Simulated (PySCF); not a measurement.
Gas-phase acidity of hydroxymethylium

Molecule: hydroxymethylium, `C=[OH+]` ([CH3O]+). Numbering: `[CH2:1]=[OH+:2]`

These are calculated values, ωB97X-D3(BJ)/ma-def2-TZVP in PySCF (grid level 2) at geometries from PBE0-D3(BJ)/ma-def2-SVP. The prefix ma- adds one diffuse s and one diffuse p function on all atoms but H. Zero-point and thermal terms (298.15 K, 1 bar) come from unscaled PBE0-D3(BJ)/ma-def2-SVP harmonic frequencies, with soft modes damped to free rotors in the entropy.

| site | product | ΔH(acid) / eV | ΔG(acid) / eV | gas share |
| --- | --- | --- | --- | --- |
| O2 (hydroxyl oxygen) | `C=O` | 7.44 | 7.13 | > 99.9 % |
| C1 (carbonyl-type carbon) | `[CH-]=[OH+]` | 9.91 | 9.58 | < 0.1 % |

ΔH and ΔG refer to the loss of H⁺ in the gas phase. Shares are Boltzmann weights among the listed products; an error of 10 kJ/mol changes a ratio about 56-fold. Sites whose products fell apart, merged with another or lost in a GFN2-xTB screen aren't listed.

Among these, O2 (hydroxyl oxygen) wins by 2.45 eV in gas-phase free energy over C1.

Against the Active Thermochemical Tables (version 1.112): O2 711 (computed 718, error 7) kJ/mol.
